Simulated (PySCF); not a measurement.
C2H5NO: core ionisation energies

Species: acetamide, C2H5NO.
SMILES with atom numbers: `[CH3:1][C:2]([NH2:3])=[O:4]`

Structure used (GFN2-xTB), in Å, numbered top down from 1:
```
atom  x, y, z in Å
C1    -1.0962   -0.0122    0.0826
C2     0.2761    0.4578   -0.3513
N3     1.2875   -0.3121    0.1216
O4     0.4750    1.4240   -1.0487
H5    -1.1874    0.0703    1.1636
H6    -1.2459   -1.0507   -0.2037
H7    -1.8545    0.6059   -0.3881
H8     2.2354   -0.0683   -0.1107
H9     1.1236   -1.1087    0.7096
```

Method: delta-SCF UKS SCAN, pcX-2 on the ionised atom, pcseg-1 elsewhere, spin-free X2C (PySCF). Each binding energy is the total energy of the core-ionised species, with the hole localised on one atom, minus that of the ground state; both are solved self-consistently, so orbital relaxation is included.

**Question.** What binding energy does each computed site have?

**Answer.** 
```
atom(s)                 bonded to  level  binding energy (eV)  above the level's lowest (eV)  count
     C1                 C and 3 H   C 1s               291.14                           0.00      1
     C2  O (double bond), N and C   C 1s               293.98                          +2.84      1
     N3                 C and 2 H   N 1s               406.10                           0.00      1
     O4           C (double bond)   O 1s               537.03                           0.00      1
```

The listed C 1s values span 2.84 eV, from C1 (bonded to C and 3 H) to C2 (bonded to O (double bond), N and C). Summing the Pauling electronegativity differences to the bonded atoms, each weighted by its formal bond order, gives -1.05 for the lowest site and +2.27 for the highest.

**Question.** Which effective nuclear charge Zeff reproduces each element's mean 1s value in the hydrogen-like formula E = 13.606 eV × Zeff²?

**Answer.** C (Z = 6): mean 292.6 eV, Zeff = 4.64, Z − Zeff = 1.36; N (Z = 7): mean 406.1 eV, Zeff = 5.46, Z − Zeff = 1.54; O (Z = 8): mean 537.0 eV, Zeff = 6.28, Z − Zeff = 1.72. Means run over the listed sites, weighted by atom count.

**Question.** Which photon energy gives electrons from O 1s of O4 a kinetic energy of 150 eV, and what is their de Broglie wavelength?

**Answer.** hν = 537.03 + 150 = 687.03 eV, recoil neglected; λ = 12.264 Å/√(E/eV) = 1.00 Å.

Geometry: GFN2-xTB; no solvent, vibrations or thermal averaging.
